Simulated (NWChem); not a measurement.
## Correlation energy of difluoromethane (CH₂F₂)

```xyz
5

F      1.0958     0.0000    -0.2872
C      0.0000     0.0000     0.4910
F     -1.0958     0.0000    -0.2872
H      0.0000     0.9137     1.1116
H      0.0000    -0.9137     1.1116
```
Charge 0, spin multiplicity 1.

All runs are NWChem calculations. All single points use one geometry, from PBE0/def2-SVP, a minimum by its harmonic frequencies.

Basis set: def2-TZVP. Each correlation energy counts from its own Hartree-Fock reference.

The correlated methods keep 3 core orbitals frozen. No row is a measurement; the coupled-cluster row has its own basis-set and correlation limits.

**Question.** Order these methods by the correlation energy they give, lowest first: CR-CCSD(T), CR-CCSD[T], SCS-MP2, CCSD.

**Answer.** CR-CCSD[T] (-692.9 mHa), CR-CCSD(T) (-691.9 mHa), CCSD (-675.9 mHa), SCS-MP2 (-650.3 mHa)
